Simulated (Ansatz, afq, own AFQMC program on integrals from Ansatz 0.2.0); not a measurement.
**Where AFQMC and coupled cluster stand for CS, triplet**

```xyz
2

C     0.0104   -0.0012    0.0056
S    -1.3689    0.1574   -0.7355
```

Basis def2-TZVP. Only valence electrons are correlated. Ansatz 0.2.0 and our own AFQMC program on the same integrals; the CISD trial comes from CCSD amplitudes, and released means the phaseless constraint is let go. ± is one standard error of the sampling.

Determinant: ROHF, the one that the program's search chose, which needn't be the lowest solution. The geometry is a PBE0/def2-SVP stationary point of this or a neighbouring charge and spin state.

No full CI on the walks' own integrals is used here; CCSDT(Q) serves as the reference and is uncertain by about the last step of the cluster series.

Cautions: higher spins were not checked; a spin-contaminated unrestricted determinant lies lower (UHF 581 meV lower, ⟨S²⟩ 2.44); raised T1 diagnostic (T1 0.045, weight of the determinant 0.84, largest double 0.11); (T) is large, 6 % of the CCSD correlation.

```
T1 diagnostic                               : 0.0455
weight of the determinant in the CISD state : 0.836
size of the correlated space                : 10 electrons in 62 orbitals
```

```json
{"level": "MP2", "correlation energy (eV)": "-7.3841"}
{"level": "CCSD", "correlation energy (eV)": "-8.0621"}
{"level": "CCSD(T)", "correlation energy (eV)": "-8.5527"}
```

Problem. Estimate where AFQMC with the constraint released lies against CCSD(T) on the same integrals.

Solution. 6.9 ± 0.9 kJ/mol below CCSD(T).

Reference: CCSDT(Q), correlation energy -8.624 eV. The released energy is read at 2.40 1/Eh (meV from the phaseless value at times in 1/Eh: -6 ± 5 at 0.24, -20 ± 5 at 0.51, -36 ± 5 at 0.99, -52 ± 6 at 1.62, -51 ± 9 at 2.40).

| level | E − E(reference) (kJ/mol) | share of correlation (%) |
| --- | --- | --- |
| CCSD(T) | 6.8 | 99.18 |
| CCSDT | 3.4 | 99.60 |
| ph-AFQMC/CISD | 4.9 ± 0.5 | 99.42 |
| released AFQMC | -0.1 ± 0.9 | 100.01 |

A walk keeps the symmetry of its determinant, which the program's search chose and which needn't be the lowest solution, so a lower state of the same spin and another symmetry isn't excluded. Released energies are given only where the last usable release times agree within the noise; a slower fall can still hide under it.
